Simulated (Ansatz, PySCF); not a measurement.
This PySCF input computes a B3LYP/def2-TZVPD energy:

```python
from pyscf import gto, scf, dft

mol = gto.M(
    atom='''
    C     0.00459725   -0.00249754    0.33487939
    C     0.02158522   -0.01172655    1.57233990
    C    -0.01550427    0.00842296   -1.12938267
    H    -0.01786863    1.02668686   -1.54815061
    H     0.85593006   -0.49887077   -1.57152384
    H    -0.90213069   -0.49300933   -1.54734531
    ''',
    basis='def2-tzvpd',
    charge=-1,
    spin=0,
    verbose=4,
)

mf = dft.RKS(mol, xc='b3lyp').density_fit(auxbasis='def2-universal-jkfit')
mf.grids.level = 3
mf.conv_tol = 1e-9
mf.max_cycle = 100
mf.max_memory = 1500
mf.kernel()
if not mf.converged:
    mf = mf.newton()
    mf.kernel(mf.make_rdm1())
mf.analyze()
```

Q: Write an input for the same energy in Ansatz (a first-principles code) and say what it gives.

A: 
Ansatz 0.2 input:
```yaml
crystal:
  periodic: [false, false, false]
  atoms:
    - {symbol: C, position_ang: [0.00459725, -0.00249754, 0.33487939]}
    - {symbol: C, position_ang: [0.02158522, -0.01172655, 1.57233990]}
    - {symbol: C, position_ang: [-0.01550427, 0.00842296, -1.12938267]}
    - {symbol: H, position_ang: [-0.01786863, 1.02668686, -1.54815061]}
    - {symbol: H, position_ang: [0.85593006, -0.49887077, -1.57152384]}
    - {symbol: H, position_ang: [-0.90213069, -0.49300933, -1.54734531]}
basis:
  gaussian:
    orbitals: def2-TZVPD
hamiltonian:
  xc: {name: B3LYP}
total_charge: -1
output: {forces: true}
```
It gives -116.08282 Eh, and PySCF -116.08287 Eh, a difference of 0.05 mEh, from the treatment of integrals and grids.

It need not be the lowest isomer of its formula. Whether it binds its extra electron was not tested at this geometry.
